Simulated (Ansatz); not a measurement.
# SiH₃Cl (SMILES [SiH3]Cl): functionals against CCSD(T) at one geometry

The atoms stand at a structure displaced at random from a GFN2-xTB minimum. How far do the functionals agree with CCSD(T) there?

Method: single points in def2-TZVPP; program: Ansatz 0.2.0, Gaussian basis.

Correlated methods freeze the cores.

### Step 1. The starting structure

5 atoms, charge 0, spin multiplicity 1.

Atoms are counted from 1 here; the program's logs count them from 0.

Bond lengths: Si1–Cl2 2.023 Å, Si1–H3 1.477 Å, Si1–H4 1.434 Å, Si1–H5 1.417 Å. Angles: Cl2–Si1–H3 108.0°, Cl2–Si1–H4 108.4°, Cl2–Si1–H5 107.2°, H3–Si1–H4 111.5°, H3–Si1–H5 111.5°, H4–Si1–H5 110.0°.

Coordinates:

```mol
ClH3Si
  3D, bonds by distance, orders not assigned

  5  4  0  0  0  0  0  0  0  0999 V2000
   -0.1232    0.0228   -0.0353 Si  0  0
    1.7992   -0.4978    0.3202 Cl  0  0
   -0.9473   -0.4792    1.0834 H   0  0
   -0.5251   -0.5537   -1.2849 H   0  0
   -0.1655    1.4368   -0.1192 H   0  0
  1  2  8  0
  1  3  8  0
  1  4  8  0
  1  5  8  0
M  END
```

### Step 2. CCSD(T)/def2-TZVPP

Input file run/in.yaml:

```yaml
crystal:
  periodic: [false, false, false]
  atoms:
    - {symbol: Si, position_ang: [-0.123200, 0.022800, -0.035300]}
    - {symbol: Cl, position_ang: [1.799200, -0.497800, 0.320200]}
    - {symbol: H, position_ang: [-0.947300, -0.479200, 1.083400]}
    - {symbol: H, position_ang: [-0.525100, -0.553700, -1.284900]}
    - {symbol: H, position_ang: [-0.165500, 1.436800, -0.119200]}
basis:
  gaussian: {orbitals: def2-TZVPP}
correlation: {method: ccsd_t}
output: {forces: true}
```

No record of the launch command was kept for these runs.

### Step 3. PBE0-D4/def2-TZVPP

Changes to run/in.yaml since step 2:

```diff
@@ -10,3 +10,3 @@
   gaussian: {orbitals: def2-TZVPP}
-correlation: {method: ccsd_t}
-output: {forces: true}
+hamiltonian: {xc: pbe0, dispersion: d4}
+output: {forces: true, orbitals: {seedname: orbitals}}
```

### Step 4. wB97M-V/def2-TZVPP

Changes to run/in.yaml since step 3:

```diff
@@ -10,3 +10,3 @@
   gaussian: {orbitals: def2-TZVPP}
-hamiltonian: {xc: pbe0, dispersion: d4}
-output: {forces: true, orbitals: {seedname: orbitals}}
+hamiltonian: {xc: {name: wB97M-V}}
+output: {forces: true}
```

### Step 5. r2SCAN-D4/def2-TZVPP

Changes to run/in.yaml since step 4:

```diff
@@ -10,3 +10,3 @@
   gaussian: {orbitals: def2-TZVPP}
-hamiltonian: {xc: {name: wB97M-V}}
+hamiltonian: {xc: r2scan, dispersion: d4}
 output: {forces: true}
```

### Step 6. PBE-D4/def2-TZVPP

Changes to run/in.yaml since step 5:

```diff
@@ -10,3 +10,3 @@
   gaussian: {orbitals: def2-TZVPP}
-hamiltonian: {xc: r2scan, dispersion: d4}
+hamiltonian: {xc: pbe, dispersion: d4}
 output: {forces: true}
```

### Step 7. B97M-V/def2-TZVPP

Changes to run/in.yaml since step 6:

```diff
@@ -10,3 +10,3 @@
   gaussian: {orbitals: def2-TZVPP}
-hamiltonian: {xc: pbe, dispersion: d4}
+hamiltonian: {xc: {name: B97M-V}}
 output: {forces: true}
```

### Step 8. HSE06-D4/def2-TZVPP

Changes to run/in.yaml since step 7:

```diff
@@ -10,3 +10,3 @@
   gaussian: {orbitals: def2-TZVPP}
-hamiltonian: {xc: {name: B97M-V}}
+hamiltonian: {xc: hse06, dispersion: d4}
 output: {forces: true}
```

(Steps that only read results are left out.)

Before running it: what results should come out? Wanted: energy less free atoms, CCSD(T)/def2-TZVPP; RMS force component; RMS force error; HOMO and LUMO, PBE0-D4; T1 diagnostic.

**Answer**, as computed:

```
                                  quantity                                                                                           value
energy less free atoms, CCSD(T)/def2-TZVPP                                                                                      -14.294 eV
                       RMS force component                                                            0.470 to 0.602 eV/Å over the methods
                           RMS force error  PBE0-D4 0.077, wB97M-V 0.038, r2SCAN-D4 0.057, PBE-D4 0.130, B97M-V 0.100, HSE06-D4 0.076 eV/Å
                    HOMO and LUMO, PBE0-D4                                                                               -9.02 and 0.03 eV
                             T1 diagnostic                                                                                           0.008
```

What this shows: Against CCSD(T) the functionals' energies less atoms differ by -0.473 to -0.056 eV, PBE-D4 by -0.056 eV. A larger basis would deepen the CCSD(T) value, while the functionals are nearly converged already, so the order here is not reliable. On forces the order runs from wB97M-V to PBE-D4. Frozen-core CCSD(T) forces in triple zeta carry basis errors of their own, and this is one geometry, so small gaps rank nothing.
